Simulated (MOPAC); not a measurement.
# PM7- run of SiNH2Cl (SMILES N[Si]Cl)

Aim: a structure relaxation of SiNH2Cl. 

The results are computed with MOPAC 23.2.5.

6 further runs of the same task are left out: 6 set aside as unsound or not needed.

### Step 1. The structure to begin with

SiNH2Cl has 5 atoms, charge 0, and is taken as a singlet. SMILES: `N[Si]Cl`. All atoms were displaced at random from a relaxed shape. The run starts from this shape.

Bond lengths: N1–Si2 1.703 Å, Si2–Cl3 2.079 Å, N1–H4 0.996 Å, N1–H5 1.018 Å. Angles: N1–Si2–Cl3 98.0°, Si2–N1–H4 122.7°, Si2–N1–H5 126.1°, H4–N1–H5 111.3°.

### Step 2. A geometry optimisation at PM7-

The input, job.mop:

```
SINGLET MULLIK EF BONDS GNORM=0.02 DISP CYCLES=300 PM7- THREADS=1 AUX(PRECISION=6)
ClH2NSi, PM7-
N[Si]Cl
N     -0.152702 1     0.572594 1    -0.227382 1
Si    -0.113698 1    -0.355196 1     1.199665 1
Cl     0.644931 1    -2.110353 1     0.383910 1
H     -0.473646 1     1.515509 1    -0.246854 1
H      0.142763 1     0.263946 1    -1.151589 1
```

Command:

```console
mopac job.mop
```

Q: Predict the results. Wanted: total energy at the end; dipole moment; HOMO energy; LUMO energy; HOMO–LUMO gap; heat of formation.

Answer, from the run:

At PM7-:

```
               quantity           value
total energy at the end    -21.39286 Eh
          dipole moment          3.77 D
            HOMO energy        -9.20 eV
            LUMO energy        -1.28 eV
          HOMO–LUMO gap         7.92 eV
      heat of formation  -16.2 kcal/mol
```

**Reading.** At the final geometry: Bond lengths: N1–Si2 1.655 Å, Si2–Cl3 1.932 Å, N1–H4 1.014 Å, N1–H5 1.014 Å. Angles: N1–Si2–Cl3 180.0°, Si2–N1–H4 125.3°, Si2–N1–H5 125.3°, H4–N1–H5 109.4°. The optimisation took 31 steps and changed the energy by -0.915 eV.
